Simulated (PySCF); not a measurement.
All values below come from ωB97X-D3(BJ)/def2-TZVP // PBE0-D3(BJ)/def2-TZVP in PySCF. Isolated molecules, 0 K electronic values unless said otherwise. 

Reference species (SMILES): `F[Si](F)(Cl)Cl` (neutral, multiplicity 1).

| Quantity | Value |
|---|---|
| HOMO | -12.42 eV |
| HOMO–LUMO gap | 14.81 eV |

Changed species: `F[Si](F)(F)F` (0 of 4 F replaced by Cl; the reference has 2 of 4 F replaced by Cl).

**Question.** What does the change do to the HOMO and HOMO–LUMO gap?

**Answer.** the HOMO drops by 2.98 eV, to -15.40 eV; the HOMO–LUMO gap rises by 3.25 eV, to 18.06 eV.
